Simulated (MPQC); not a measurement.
# AlH (SMILES [AlH]): levels of theory compared

Wanted: a comparison of 4 runs (HF/3-21G, HF/def2-SVP, B3LYP/6-31G*, MP2/cc-pVDZ) of AlH. 

The results are computed with MPQC 2.3.1.

6 further runs of the same task are left out: 4 that didn't finish, 2 set aside as unsound or not needed.

### Step 1. The structure to begin with

AlH has 2 atoms, charge 0, and is taken as a singlet. As SMILES, `[AlH]`. The shape comes from GFN2-xTB, which is rough for such elements, and wasn't checked as a minimum.

Bond lengths: Al1–H2 1.613 Å.

### Step 2. Energy and forces at HF/3-21G (run 1)

File input.in:

```
% emacs should use -*- KeyVal -*- mode
molecule<Molecule>: (
  symmetry = c1
  unit = bohr
  { atoms geometry } = {
    Al [ 0.00000000 0.00000000 0.00000000 ]
    H  [ 0.00000000 0.00000000 3.04901641 ]
  }
)
basis<GaussianBasisSet>: (
  name = "3-21G"
  molecule = $:molecule
  basisdir = "."
  puream = yes
)
mpqc: (
  checkpoint = no
  savestate = no
  restart = no
  do_energy = yes
  do_gradient = yes
  optimize = no
  mole<CLHF>: (
    molecule = $:molecule
    basis = $:basis
    total_charge = 0
    memory = 1000000000
    print_evals = yes
    print_npa = yes
    maxiter = 120
    value_accuracy = 1e-08
    guess_wavefunction<CLHF>: (
      molecule = $:molecule
      total_charge = 0
      memory = 1000000000
      value_accuracy = 1e-3
      basis<GaussianBasisSet>: (
        name = "STO-3G"
        molecule = $:molecule
      )
    )
  )
)
```

The basis set 3-21G is read from a file made from the Basis Set Exchange's data (not shown).

On the command line:

```console
$ mpqc input.in > input.out
```

Standard output:

```text
MPQC: Massively Parallel Quantum Chemistry
[...]
  LUMO is     8   A =   0.031586
  total scf energy = -241.1217086692
[...]
Value of the MolecularEnergy: -241.1217086692
  Gradient of the MolecularEnergy:
      1    0.0000000000
      2    0.0000000000
      3    0.0147216099
      4   -0.0000000000
      5   -0.0000000000
      6   -0.0147216099
  Function Parameters:
    value_accuracy    = 2.515045e-09 (1.000000e-08) (computed)
    gradient_accuracy = 2.515045e-07 (1.000000e-06) (computed)
    hessian_accuracy  = 0.000000e+00 (1.000000e-04)
[...]
      symmetry = c1
[...]
```

Run time: 0.17 s. Hardware: 1 thread of Intel Xeon 6975P-C (Granite Rapids), shared host.

### Step 3. Energy and forces at HF/def2-SVP (run 2)

File run.in:

```
molecule<Molecule>: (
    symmetry = c1
    unit = bohr
    { atoms geometry } = {
        Al [ 0.00000000     0.00000000     0.00000000 ]
        H  [ 0.00000000     0.00000000     3.04901641 ]
    }
)
basis<GaussianBasisSet>: (
    name = "def2-SVP"
    molecule = $:molecule
    basisdir = "."
    puream = yes
)
mpqc: (
    checkpoint = no
    savestate = no
    restart = no
    do_energy = yes
    do_gradient = yes
    optimize = no
    mole<CLHF>: (
        molecule = $:molecule
        basis = $:basis
        total_charge = 0
        memory = 1000000000
        print_evals = yes
        print_npa = yes
        maxiter = 120
        value_accuracy = 1e-08
        guess_wavefunction<ExtendedHuckelWfn>: (
            molecule = $:molecule
            total_charge = 0
            multiplicity = 1
            basis<GaussianBasisSet>: (
                name = "STO-3G"
                molecule = $:molecule
            )
        )
    )
)
```

The basis set def2-SVP is read from a file made from the Basis Set Exchange's data (not shown).

On the command line:

```console
$ mpqc -o run.out run.in
```

Standard output:

```text
MPQC: Massively Parallel Quantum Chemistry
[...]
  CLSCF::init: total charge = 0
[...]
  nbasis = 23
[...]
  iter     1 energy = -217.6706111378 delta = 2.78244e-01
[...]
  LUMO is     8   A =   0.035870
  total scf energy = -242.3726993368
[...]
Value of the MolecularEnergy: -242.3726993368
  Gradient of the MolecularEnergy:
      1   -0.0000000000
      2    0.0000000000
      3    0.0074532791
      4    0.0000000000
      5   -0.0000000000
      6   -0.0074532791
  Function Parameters:
    value_accuracy    = 1.822067e-09 (1.000000e-08) (computed)
    gradient_accuracy = 1.822067e-07 (1.000000e-06) (computed)
    hessian_accuracy  = 0.000000e+00 (1.000000e-04)
[...]
      symmetry = c1
[...]
```

Wall time 0.24 s (1 thread of Intel Xeon 6975P-C (Granite Rapids), shared host).

Run 3 isn't shown in full; the table further down has it.

### Step 4. A single-point energy at MP2/cc-pVDZ (Cartesian functions) (run 4)

File job.in:

```
molecule<Molecule>: (
   symmetry = c1
   unit = bohr
   { atoms geometry } = {
      Al [ 0.00000000   0.00000000   0.00000000 ]
      H  [ 0.00000000   0.00000000   3.04901641 ]
   }
)
basis<GaussianBasisSet>: (
   name = "cc-pVDZ"
   molecule = $:molecule
   basisdir = "."
   puream = no
)
mpqc: (
   checkpoint = no
   savestate = no
   restart = no
   do_energy = yes
   do_gradient = no
   optimize = no
   mole<MBPT2>: (
      molecule = $:molecule
      basis = $:basis
      memory = 1000000000
      method = mp
      nfzc = 5
      reference<CLHF>: (
         molecule = $:molecule
         basis = $:basis
         total_charge = 0
         memory = 1000000000
         print_evals = yes
         maxiter = 80
         guess_wavefunction<CLHF>: (
            molecule = $:molecule
            total_charge = 0
            memory = 1000000000
            value_accuracy = 1e-3
            basis<GaussianBasisSet>: (
               name = "STO-3G"
               molecule = $:molecule
            )
         )
      )
   )
)
```

The basis set cc-pVDZ is read from a file made from the Basis Set Exchange's data (not shown).

On the command line:

```console
$ mpqc job.in > job.out
```

Standard output:

```text
MPQC: Massively Parallel Quantum Chemistry
[...]
  LUMO is     8   A =   0.032445
  total scf energy = -242.4536951700
[...]
  MP2 correlation energy [au]:         -0.052332894370
  MP2 energy [au]:                   -242.506028064381
Value of the MolecularEnergy: -242.5060280644
[...]
        symmetry = c1
[...]
```

Wall time 0.5 s (1 thread of Intel Xeon 6975P-C (Granite Rapids), shared host).

### Step 5. Overview of the runs

| run | level | starting guess | integration grid | energy (Eh) | HOMO energy (eV) | LUMO energy (eV) | HOMO–LUMO gap (eV) | wall time |
| --- | --- | --- | --- | --- | --- | --- | --- | --- |
| 1 | HF/3-21G | STO-3G | – | -241.121709 | -7.65 | 0.86 | 8.51 | 0.17 s |
| 2 | HF/def2-SVP | huckel STO-3G | – | -242.372699 | -7.78 | 0.98 | 8.75 | 0.24 s |
| 3 | B3LYP/6-31G* (spherical functions) | STO-3G | xfine | -242.980741 | -5.57 | -1.91 | 3.66 | 0.96 s |
| 4 | MP2/cc-pVDZ (Cartesian functions) | STO-3G | – | -242.506028 | -7.78 | 0.88 | 8.66 | 0.5 s |

### Step 6. Outcome

| quantity | value |
| --- | --- |
| run 4: total energy | -242.50603 Eh |
| run 4: HOMO energy (Hartree–Fock orbitals) | -7.78 eV |
| run 4: LUMO energy (Hartree–Fock orbitals) | 0.88 eV |
| run 4: HOMO–LUMO gap (Hartree–Fock orbitals) | 8.66 eV |
| run 4: correlation energy (5 core orbitals frozen) | -52.3 mEh |

Over runs 1, 2, 3 the HOMO–LUMO gap runs from 3.66 eV (B3LYP/6-31G*) to 8.75 eV (HF/def2-SVP). The two ends differ in method and basis. All runs together took 1.9 s, the longest 0.96 s.
